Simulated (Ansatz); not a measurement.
# AlNH3+ (singlet): wave-function methods side by side, cc-pVTZ

An exercise on one series of results from a longer session: the logs are not shown, and one member is left open.

Program: Ansatz 0.2.0, Gaussian basis. Level of theory: cc-pVTZ, core rule «outside noble gas», up to 6 orbitals frozen. These are calculated values, not measurements.

To be run: UHF; CCSD(T) on RHF; BCCD(T) on RHF; CCSDT(Q) on RHF.

6 further runs of the same task are left out: 4 for a known fault of the program, 2 set aside as unsound or not needed.

### The system

The geometry is a PBE0/def2-TZVP stationary point (not a proven minimum) of the parent state, kept for this charge and spin.

5 atoms, charge 1, spin multiplicity 1.

Atoms are counted from 1 here; the program's logs count them from 0.

Bond lengths: Al1–N2 1.774 Å, Al1–H3 1.604 Å, N2–H4 1.009 Å, N2–H5 1.007 Å. Angles: N2–Al1–H3 115.8°, Al1–N2–H4 124.4°, Al1–N2–H5 125.4°, H4–N2–H5 110.2°.

Set-up of the first run:

Input file in.yaml:

```yaml
crystal:
  periodic: [false, false, false]
  atoms:
    - {symbol: Al, position_ang: [0.000000, -0.104009, 0.648758]}
    - {symbol: N, position_ang: [0.000000, 0.087527, -1.114734]}
    - {symbol: H, position_ang: [0.000000, 1.256470, 1.498750]}
    - {symbol: H, position_ang: [0.000000, 0.977077, -1.591329]}
    - {symbol: H, position_ang: [0.000000, -0.665655, -1.783277]}
basis:
  gaussian: {orbitals: cc-pVTZ}
total_charge: 1
magnetization: {spin_polarized: true, initial_magnetization: 0}
hamiltonian: {xc: hf}
output: {orbitals: {seedname: orbitals}}
```

Command:

```sh
ansatz run in.yaml --threads 1 --pin off --events-out ev --progress --plain --max-ram 2560MiB --backend cpu
```

Among the steps run: UHF; CCSD(T) on RHF; BCCD(T) on RHF; CCSDT(Q) on RHF.

One of the session's tables, all rows but one given; the rest of the session is left out.

It belongs to the step «Misses and costs». 

| method | from RCCSDT(Q) (kcal/mol) |
| --- | --- |
| RHF | +193.16 |
| RMP2 | +18.48 |
| RCCSD | +7.38 |
| RCCSD(T) | ? |
| BCCD(T) | +0.62 |
| RCCSDT | +0.39 |
| RCCSDT(Q) | 0 |

**Question.** Estimate the row for RCCSD(T).

The run gave: from RCCSDT(Q) (kcal/mol): +0.64. In the column «from RCCSDT(Q) (kcal/mol)» it lies between BCCD(T) (+0.62) and RCCSD (+7.38).
